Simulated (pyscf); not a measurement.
Substitution at Si: HO–SiH₂–OH + H atom (H•) → HO–SiH₂–OH + H atom (H•)

Gas phase, doublet surface, charge 0. Bonds broken: Si2–H6. Bonds formed: Si2–H5. Single points on ωB97X-D3(BJ)/def2-SVP structures (PySCF, gas phase). MP2 and CC: frozen core, UHF for open shells. ΔMP2 is the change of the MP2 total energy from the triple- to the quadruple-zeta basis.

Transition state (Å):

```xyz
8

O     -1.7731    -0.2151    -0.1358
Si    -0.2539     0.4543    -0.2849
O      1.0435    -0.5705    -0.4936
H     -2.2680    -0.2807    -0.9596
H     -0.0313     0.6976     1.2298
H      0.0362     2.0485     0.3033
H      1.2759    -0.7479    -1.4114
H     -0.3279     1.2097    -1.5917
```

One imaginary mode, 492i cm⁻¹; descent along it reached the two sides named.

```json
[
 {"bond": "Si2–H6", "change": "breaks", "reactant side (Å)": "1.477", "saddle": "1.724", "product side": "3.7"},
 {"bond": "Si2–H5", "change": "forms", "reactant side (Å)": "3.9", "saddle": "1.550", "product side": "1.477"}
]
```

Electronic energies relative to the separated reactants (kJ/mol):

| level | barrier | reaction energy | reverse barrier |
|---|---|---|---|
| ωB97X-D3(BJ)/def2-TZVP | 54.1 | 0.0 | 54.1 |
| PBE/def2-TZVP | 30.3 | 0.0 | 30.3 |
| r²SCAN/def2-TZVP | 26.6 | 0.0 | 26.6 |
| B3LYP-D3(BJ)/def2-TZVP | 39.6 | 0.0 | 39.6 |
| PBE0-D3(BJ)/def2-TZVP | 40.4 | 0.0 | 40.4 |
| M06-2X/def2-TZVP | 59.4 | 0.0 | 59.4 |
| ωB97M-D3(BJ)/def2-TZVP | 54.0 | 0.0 | 54.0 |
| HF/def2-TZVP | 116.2 | 0.0 | 116.2 |
| MP2/def2-QZVPP | 72.8 | 0.0 | 72.8 |
| CCSD/def2-TZVPP | 65.2 | 0.0 | 65.2 |
| CCSD(T)/def2-TZVPP | 61.2 | 0.0 | 61.2 |
| CCSD(T)/def2-TZVPP + ΔMP2(QZVPP) | 59.1 | 0.0 | 59.1 |

With CCSD(T)/def2-TZVPP + ΔMP2(QZVPP) energies and thermal terms (ideal gas, 1 atm, RRHO with modes under 100 cm⁻¹ raised to 100, one conformer, R ln 2 for rigid chiral ones), in kJ/mol:

| T (K) | ΔH‡ | ΔG‡ | ΔH | ΔG |
|---|---|---|---|---|
| 298 | 58.5 | 87.7 | 0.0 | 0.0 |
| 600 | 55.9 | 118.5 | 0.0 | 0.0 |
| 900 | 54.3 | 150.2 | 0.0 | 0.0 |
| 1200 | 53.1 | 182.4 | 0.0 | 0.0 |

The same reactants have a lower exit, to HO–SiH•–OH + H₂ (barrier +30.1 kJ/mol at ωB97M-D3(BJ), against +54.0 kJ/mol here). This is the saddle that the search found; another between the same sides may lie lower. The angle at the attacked Si is 60° (front-side attack). The CCSD(T) − MP2 part came from Ansatz, without density fitting, on the same reference.
